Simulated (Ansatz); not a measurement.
Fluorite CdF2, treated with PBE+SOC in Ansatz (plane waves, PAW).

Numerical settings: plane-wave cutoff 520 eV, 12×12×12 k mesh, Fermi–Dirac smearing 0.01 eV, PAW data made under PBE.

The cell has the measured lattice: a = b = c = 5.388 Å, α = β = γ = 90.00°.

### Question
Estimate the band gap and smallest direct gap on the k points sampled that the calculation returns.

### Answer

band gap: 3.10 eV (indirect)
smallest direct gap on the k points sampled: 3.51 eV

Measured, for comparison: band gap 7.8 eV (temperature not stated, no zero-point or thermal correction, indirect W–Γ; as tabulated in Cappellini et al. (2013), arXiv:1302.2571). Computed (rounded) less measured: band gap -4.70 eV.

Note: cell and atoms aren't relaxed at this level (pressure 5.4 GPa).

The computed numbers hold no vibrational or temperature effects.

Ansatz is a program for electronic structure.
